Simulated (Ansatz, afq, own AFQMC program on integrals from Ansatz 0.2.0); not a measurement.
Two steps: Ansatz 0.2.0 writes the Fock matrix and Cholesky factors of the valence space, and afq projects on them the lowest state that overlaps trial and start.

```yaml
crystal:
  periodic: [false, false, false]
  atoms:
    - {symbol: C, position_ang: [0.000002, -0.349884, 1.313129]}
    - {symbol: Al, position_ang: [0.000046, -0.060167, -0.613775]}
    - {symbol: S, position_ang: [0.000007, -0.156036, -2.627785]}
    - {symbol: H, position_ang: [-0.000055, 0.566088, 1.928432]}
basis:
  gaussian: {orbitals: cc-pVDZ}
magnetization: {spin_polarized: false}
correlation: {method: ccsd_t, electrons: outside_noble_gas, hamiltonian_folder: ham}
```

```sh
$ ansatz run in.yaml --threads 1 --pin off --events-out ev --progress --plain --max-ram 1843MiB
```

afq runs on the folder ham with

```
--method phaseless --trial cisd --walkers 60 --populations 1 --least-time 40 --time-step 0.005 --steps-per-block 50 --equilibration-blocks 28 --max-blocks 300 --target-error 0.00045 --factor-cut 1e-05 --seed 5011 --release-times 0.24,0.51,0.99,1.62,2.4 --release-step 0.03 --release-every 4 --taylor-order 6
```

Times are imaginary, in 1/Eh. The walk had a cap of 997 s.

```
orbitals 44  electrons 7 7  factors 336 of 551
reference energy -677.78206511 Eh
CCSD correlation -0.31898128 Eh in 18 cycles, weight of the determinant in the CISD state 0.7966
energy of the start -678.101046 Eh
 block  time / (1/Eh)  mean weight  energy / Eh
     1     0.250  1.0012  -678.093598
     2     0.500  0.9982  -678.097171
     3     0.750  0.9993  -678.099179
     4     1.000  0.9974  -678.097077
     5     1.250  0.9999  -678.102900
     7     1.750  0.9993  -678.116248
     9     2.250  0.9991  -678.110331
    17     4.250  1.0001  -678.104636
    33     8.250  1.0006  -678.120643
    49    12.250  1.0005  -678.118911
    65    16.250  1.0013  -678.106926
    81    20.250  1.0002  -678.108125
    97    24.250  1.0009  -678.126508
   113    28.250  0.9981  -678.116384
   129    32.250  1.0023  -678.126563
   145    36.250  1.0012  -678.128971
   161    40.250  1.0022  -678.108233
   177    44.250  1.0022  -678.112942
   193    48.250  0.9993  -678.120772
   209    52.250  0.9992  -678.098632
   225    56.250  0.9980  -678.119192
   241    60.250  0.9973  -678.124354
   257    64.250  1.0013  -678.150225
   273    68.250  0.9993  -678.120055
   289    72.250  0.9975  -678.124127
   305    76.250  0.9987  -678.117278
   321    80.250  1.0044  -678.111275
blocks merged  error / Eh  count
     1  0.000620  300
     2  0.000792  150
     4  0.000988  75
     8  0.001179  37
    16  0.001339  18
    32  0.001359  9
released: time / (1/Eh)  energy / Eh  error  mean overlap
  0.24  -678.118344  0.001220  1.0022
  0.51  -678.119793  0.001340  0.9990
  0.99  -678.121685  0.002239  0.9915
  1.62  -678.119655  0.002760  1.0002
  2.40  -678.115821  0.003766  1.0215
energy -678.119523 +/- 0.001339 Eh
(rows thinned)
```

Estimate how long the walk took on 1 thread of Arm Neoverse V2, on a shared host.

9.7 min of wall time.

The run passed its tests (sampling time, drift between the halves within three errors, error under three times the target), which doesn't prove that it has relaxed.

Against this walk (error 36.4 meV) on the same determinant: CCSD(T) 113.5 meV higher, CCSDT(Q) 36.2 meV lower (within the noise). The error is statistical and leaves out the bias of the constraint. None of these is a sure reference here. Released to 0.99 1/Eh the energy moves by -59 ± 71 meV (both errors), within twice the noise.

Cautions: constraint bias not in the error; error above the target (36.4 against 12.2 meV); higher spins were not checked; restricted determinant unstable towards unrestricted (UHF 879 meV lower, ⟨S²⟩ 0.93); strong correlation (T1 0.038, weight of the determinant 0.80, largest double 0.08); CCSDT(Q) on the UHF determinant differs (689 meV lower), perhaps since the unrestricted series falls towards higher spin; the bias of populations of 60 walkers isn't removed.

CCSDT and higher add their correlation energy to the determinant of the CCSD(T) run, since their own runs factorise the integrals more tightly (a shift of under 2 meV).
